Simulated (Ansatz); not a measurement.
# A relaxation, step by step

SiH4O, closed shell, PBE0-D4/def2-TZVP (Ansatz 0.2.0). Settings:

```yaml
hamiltonian: {xc: pbe0, dispersion: d4}
relax: {f_tol: 0.005, max_steps: 200}
```

Start, a step off a saddle point along its unstable mode:

```
atom    x (Å)    y (Å)    z (Å)
 Si1  -1.0321   0.0889  -0.0168
  O2   0.9190  -0.4488  -0.4676
  H3   0.3950  -1.0588  -0.5803
  H4  -0.7544   0.4867   1.4160
  H5  -1.0168   1.4344  -0.7010
  H6   1.4893  -0.5024   0.3498
```

| step | energy less the last (meV) | largest force component (eV/Å) |
| --- | --- | --- |
| 1 | 1442.0 | 11.716 |
| 2 | 245.5 | 0.980 |
| 3 | 139.1 | 1.823 |
| 4 | 59.5 | 1.308 |
| 5 | 11.3 | 0.270 |
| 6 | 4.6 | 0.228 |
| 7 | 2.6 | 0.153 |
| 8 | 0.4 | 0.039 |
| 9 | 0.0 | 0.011 |
| 10 | 0.0 | 0.004 |

Step 6, positions (Å) and forces (eV/Å):

| atom | x | y | z | Fx | Fy | Fz |
| --- | --- | --- | --- | --- | --- | --- |
| Si1 | -1.222 | 0.157 | -0.062 | 0.112 | 0.032 | -0.004 |
| O2 | 0.696 | -0.482 | -0.501 | -0.028 | 0.189 | -0.010 |
| H3 | 0.708 | -1.440 | -0.469 | 0.048 | -0.228 | 0.005 |
| H4 | -0.709 | 0.378 | 1.363 | -0.071 | 0.021 | 0.047 |
| H5 | -0.777 | 1.544 | -0.505 | -0.031 | 0.002 | 0.009 |
| H6 | 1.303 | -0.156 | 0.173 | -0.030 | -0.017 | -0.048 |

Step 8, positions (Å) and forces (eV/Å):

| atom | x | y | z | Fx | Fy | Fz |
| --- | --- | --- | --- | --- | --- | --- |
| Si1 | -1.224 | 0.173 | -0.078 | 0.023 | -0.024 | 0.034 |
| O2 | 0.677 | -0.508 | -0.510 | 0.027 | 0.005 | 0.026 |
| H3 | 0.725 | -1.464 | -0.396 | -0.015 | 0.038 | -0.005 |
| H4 | -0.773 | 0.343 | 1.378 | -0.013 | 0.011 | -0.038 |
| H5 | -0.737 | 1.563 | -0.468 | 0.018 | -0.014 | 0.009 |
| H6 | 1.331 | -0.108 | 0.074 | -0.039 | -0.017 | -0.026 |

Step 9, positions (Å) and forces (eV/Å):

| atom | x | y | z | Fx | Fy | Fz |
| --- | --- | --- | --- | --- | --- | --- |
| Si1 | -1.221 | 0.168 | -0.074 | 0.001 | -0.005 | -0.005 |
| O2 | 0.678 | -0.503 | -0.509 | -0.008 | -0.001 | -0.004 |
| H3 | 0.722 | -1.459 | -0.408 | -0.001 | -0.006 | -0.002 |
| H4 | -0.768 | 0.353 | 1.377 | 0.001 | -0.002 | 0.011 |
| H5 | -0.737 | 1.555 | -0.471 | 0.001 | 0.007 | -0.006 |
| H6 | 1.326 | -0.113 | 0.086 | 0.006 | 0.007 | 0.005 |

Last step (10):

```
6
angstrom
Si -1.2203 0.1677 -0.0745
O 0.6771 -0.5034 -0.5089
H 0.7223 -1.4599 -0.4083
H -0.7688 0.3515 1.3778
H -0.7363 1.5557 -0.4716
H 1.3261 -0.1116 0.0855
```

The run took about 11 s on 2 CPU threads of an Arm Neoverse V1 (shared host).
